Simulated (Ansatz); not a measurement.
# Two-coordinate energy map

CH$_{4}$AlLi, singlet, PBE0-D4/def2-TZVP minimum:

```csv
atom,x (Å),y (Å),z (Å)
Li1,-1.5693,0.5697,0.4221
C2,-0.3398,-0.5182,-0.7394
Al3,0.8479,0.1772,0.5051
H4,-0.1678,-1.4703,-1.2359
H5,-0.9087,0.1300,-1.4301
H6,-0.0071,1.4236,1.2071
H7,2.1450,-0.3120,1.2711
```

Rows set the bond length Al3–H7 (Å; 1.584 at the minimum), columns the bond length C2–H4 (Å; 1.087), set in this order; the parts move rigidly, in a bend the first-named atom's side turns in the plane, and in a torsion the whole end group turns. CCSD(T) energies count from the value at that structure, in kcal/mol. Computed with Ansatz 0.2.0 (basis: def2-TZVPP); correlated methods freeze the cores. The outer core shell of Li, Na, Mg and K is correlated.

| Al3–H7 \ C2–H4 | 0.892 | 0.958 | 1.056 | 1.170 | 1.296 | 1.432 | 1.577 |
| --- | --- | --- | --- | --- | --- | --- | --- |
| 1.362 | 32.65 | 18.70 | 10.55 | 12.39 | 21.70 | 35.36 | 50.81 |
| 1.430 | 26.85 | 12.90 | 4.76 | 6.61 | ? | 29.59 | 45.05 |
| 1.529 | 22.93 | 8.99 | 0.85 | 2.71 | 12.05 | 25.73 | 41.21 |
| 1.645 | 23.07 | ? | 1.00 | 2.87 | 12.23 | ? | 41.43 |
| 1.774 | 26.97 | 13.04 | 4.92 | 6.81 | 16.18 | 29.90 | 45.43 |
| 1.912 | 33.66 | 19.73 | 11.63 | ? | 22.92 | 36.66 | 52.21 |
| 2.059 | 42.19 | 28.26 | 20.17 | 22.08 | 31.49 | 45.25 | 60.82 |

**Question.** Fill in the withheld cells. (Judge from chemistry; the value comes from the calculation.)

**Answer.** Computed: (1.430, 1.296): 15.93; (1.645, 0.958): 9.13; (1.645, 1.432): 25.93; (1.912, 1.170): 13.53 kcal/mol. These count from the CCSD(T) energy at the PBE0-D4 minimum.

The same grid for a cheaper method: PBE-D4 − CCSD(T), both counted from the minimum, in kcal/mol:
```json
{"Al3–H7 \\ C2–H4": "1.362", "0.892": "1.44", "0.958": "1.20", "1.056": "0.74", "1.170": "0.16", "1.296": "-0.49", "1.432": "-1.14", "1.577": "-1.52"}
{"Al3–H7 \\ C2–H4": "1.430", "0.892": "1.32", "0.958": "1.08", "1.056": "0.62", "1.170": "0.04", "1.296": "-0.61", "1.432": "-1.26", "1.577": "-1.64"}
{"Al3–H7 \\ C2–H4": "1.529", "0.892": "1.05", "0.958": "0.81", "1.056": "0.35", "1.170": "-0.24", "1.296": "-0.89", "1.432": "-1.54", "1.577": "-1.92"}
{"Al3–H7 \\ C2–H4": "1.645", "0.892": "0.63", "0.958": "0.39", "1.056": "-0.07", "1.170": "-0.66", "1.296": "-1.31", "1.432": "-1.96", "1.577": "-2.34"}
{"Al3–H7 \\ C2–H4": "1.774", "0.892": "0.10", "0.958": "-0.14", "1.056": "-0.60", "1.170": "-1.19", "1.296": "-1.84", "1.432": "-2.49", "1.577": "-2.87"}
{"Al3–H7 \\ C2–H4": "1.912", "0.892": "-0.56", "0.958": "-0.81", "1.056": "-1.27", "1.170": "-1.86", "1.296": "-2.51", "1.432": "-3.16", "1.577": "-3.54"}
{"Al3–H7 \\ C2–H4": "2.059", "0.892": "-1.27", "0.958": "-1.51", "1.056": "-1.97", "1.170": "-2.56", "1.296": "-3.21", "1.432": "-3.86", "1.577": "-4.24"}
```

No T1 diagnostic of these runs exceeds 0.018.

For scale, one of the runs: CCSD(T)/def2-TZVPP, 148 basis functions (an equivalent command: `ansatz run in.yaml --threads 2`). Hardware: 2 CPU threads, shared host. Wall time 16 s; peak host memory 0.89 GiB.
